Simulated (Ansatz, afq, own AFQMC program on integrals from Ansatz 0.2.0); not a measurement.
Integrals from Ansatz 0.2.0, then the random walk in our own AFQMC program (afq).

```yaml
crystal:
  periodic: [false, false, false]
  atoms:
    - {symbol: B, position_ang: [0.000000, 0.000000, 0.000000]}
    - {symbol: H, position_ang: [0.000000, 0.000000, 2.683000]}
basis:
  gaussian: {orbitals: cc-pVTZ}
magnetization: {spin_polarized: true, initial_magnetization: 2}
correlation: {method: ccsd_t, electrons: outside_noble_gas, hamiltonian_folder: ham}
```

```sh
$ ansatz run in.yaml --threads 1 --pin off --events-out ev --progress --plain --max-ram 1382MiB
```

Options of the walk:

```
--method phaseless --trial hf --walkers 120 --populations 1 --least-time 40 --time-step 0.005 --steps-per-block 20 --equilibration-blocks 160 --max-blocks 600 --target-error 0.00144 --factor-cut 1e-05 --start spin_pure --seed 2953 --taylor-order 6
```

Times are imaginary, in 1/Eh. The walk had a cap of 1083 s.

afq prints:

```
orbitals 43  electrons 3 1  factors 243 of 244
reference energy -25.03153857 Eh
CCSD correlation -0.06583987 Eh in 14 cycles, weight of the determinant in the CISD state 0.9279
energy of the start -25.031970 Eh
 block  time / (1/Eh)  mean weight  energy / Eh
     1     0.100  1.0001  -25.040581
     2     0.200  1.0004  -25.047070
     3     0.300  1.0005  -25.053476
     4     0.400  1.0002  -25.057401
     5     0.500  1.0001  -25.063657
     7     0.700  1.0006  -25.071298
     9     0.900  1.0009  -25.077884
    15     1.500  1.0001  -25.081775
    43     4.300  0.9990  -25.102514
    71     7.100  1.0010  -25.105724
    99     9.900  1.0010  -25.088095
   127    12.700  0.9999  -25.097744
   155    15.500  0.9997  -25.101030
   183    18.300  0.9993  -25.104780
   211    21.100  1.0008  -25.089699
   225    22.500  1.0007  -25.074402
   239    23.900  1.0007  -25.093567
   267    26.700  1.0002  -25.105465
   295    29.500  0.9997  -25.087979
   323    32.300  1.0001  -25.105728
   351    35.100  0.9996  -25.093547
   379    37.900  0.9993  -25.093854
   407    40.700  1.0004  -25.084406
   435    43.500  1.0000  -25.090234
   463    46.300  1.0008  -25.098353
   477    47.700  1.0007  -25.112678
   491    49.100  1.0014  -25.089286
   519    51.900  1.0012  -25.101775
   547    54.700  1.0007  -25.088207
blocks merged  error / Eh  count
     1  0.000378  400
     2  0.000506  200
     4  0.000671  100
     8  0.000865  50
    16  0.001029  25
    32  0.001315  12
energy -25.093744 +/- 0.001029 Eh
(rows thinned)
```

The run passed its tests (sampling time, drift between the halves within three errors, error under three times the target), which doesn't prove that it has relaxed.

Against this walk (error 28.0 meV) on the same determinant: CCSD(T) 138.2 meV lower, CCSDT(Q) 151.0 meV lower, full CI 151.0 meV lower. The error is statistical and leaves out the bias of the constraint. Full CI is exact here, so the walk's 151 meV above it is the walk's own error: the bias of the constraint with this trial. It lies above even CCSD, by 99 meV.

Cautions: constraint bias not in the error; lower spins were not checked.

The walk took 3 min on 1 thread of Arm Neoverse V1, with other jobs on the host. The log's last line is the phaseless energy.

CCSDT and higher add their correlation energy to the determinant of the CCSD(T) run, since their own runs factorise the integrals more tightly (a shift of under 2 meV). A walk keeps the symmetry of its determinant, which the program's search chose and which needn't be the lowest solution, so a lower state of the same spin and another symmetry isn't excluded.
